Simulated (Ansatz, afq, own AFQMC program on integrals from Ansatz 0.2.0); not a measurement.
Integrals from Ansatz 0.2.0, then the random walk in our own AFQMC program (afq).

```yaml
crystal:
  periodic: [false, false, false]
  atoms:
    - {symbol: Br, position_ang: [0.000000, 0.000000, 0.000000]}
    - {symbol: Li, position_ang: [0.000000, 0.000000, 2.512400]}
basis:
  gaussian: {orbitals: 6-31G}
total_charge: 1
magnetization: {spin_polarized: true, initial_magnetization: 3}
correlation: {method: ccsd_t, electrons: outside_noble_gas, hamiltonian_folder: ham}
```

```sh
$ ansatz run in.yaml --threads 1 --pin off --events-out ev --progress --plain --max-ram 1843MiB
```

afq runs on the folder ham with

```
--method phaseless --trial cisd --walkers 110 --populations 1 --least-time 40 --time-step 0.005 --steps-per-block 50 --equilibration-blocks 28 --max-blocks 300 --target-error 0.00032 --factor-cut 1e-05 --start spin_pure --seed 8174 --release-times 0.24,0.51,0.99,1.62,2.4 --release-step 0.03 --release-every 4 --taylor-order 6
```

Times are imaginary, in 1/Eh. The walk had a cap of 529 s. Filled inner d shells are frozen with the cores.

Log:

```
orbitals 23  electrons 5 2  factors 153 of 385
reference energy -2579.03181241 Eh
CCSD correlation -0.02522155 Eh in 10 cycles, weight of the determinant in the CISD state 0.9806
energy of the start -2579.057033 Eh
 block  time / (1/Eh)  mean weight  energy / Eh
     1     0.250  0.9996  -2579.057137
     2     0.500  0.9996  -2579.057160
     3     0.750  0.9997  -2579.057177
     4     1.000  1.0001  -2579.057154
     5     1.250  1.0012  -2579.057171
     8     2.000  0.9999  -2579.057384
    13     3.250  1.0005  -2579.057348
    25     6.250  1.0007  -2579.057232
    37     9.250  1.0006  -2579.057364
    49    12.250  0.9995  -2579.057435
    61    15.250  0.9997  -2579.057305
    73    18.250  0.9988  -2579.057360
    85    21.250  0.9964  -2579.057340
    97    24.250  1.0004  -2579.057153
   109    27.250  1.0002  -2579.057203
   121    30.250  0.9999  -2579.057417
   133    33.250  0.9997  -2579.057224
   141    35.250  1.0000  -2579.056868
   145    36.250  1.0001  -2579.057354
   157    39.250  0.9998  -2579.057439
   169    42.250  1.0009  -2579.057172
   181    45.250  1.0004  -2579.057701
   185    46.250  1.0001  -2579.057685
blocks merged  error / Eh  count
     1  0.000013  160
     2  0.000015  80
     4  0.000020  40
     8  0.000022  20
    16  0.000018  10
released: time / (1/Eh)  energy / Eh  error  mean overlap
  0.24  -2579.057312  0.000021  0.9986
  0.51  -2579.057328  0.000025  1.0027
  0.99  -2579.057346  0.000028  1.0036
  1.62  -2579.057325  0.000025  1.0074
  2.40  -2579.057354  0.000036  1.0027
energy -2579.057319 +/- 0.000022 Eh
(rows thinned)
```

The run passed its tests (sampling time, drift between the halves within three errors, error under three times the target), which doesn't prove that it has relaxed.

Against this walk (error 0.6 meV) on the same determinant: CCSD(T) 0.3 meV lower (within the noise), CCSDT(Q) 2.3 meV lower, full CI 2.2 meV lower. The error is statistical and leaves out the bias of the constraint. Released to 2.40 1/Eh the energy moves by -0.9 ± 1.1 meV (both errors), within twice the noise.

Cautions: constraint bias not in the error; no relativity below Rb; no spin-orbit coupling; inner d shell frozen; another spin lies lower (by 7.12 eV).

The walk took 2.1 min on 1 thread of Arm Neoverse V1 (shared host). The log's last line is the phaseless energy.

CCSDT and higher add their correlation energy to the determinant of the CCSD(T) run, since their own runs factorise the integrals more tightly (a shift of under 2 meV). A walk keeps the symmetry of its determinant, which the program's search chose and which needn't be the lowest solution, so a lower state of the same spin and another symmetry isn't excluded.
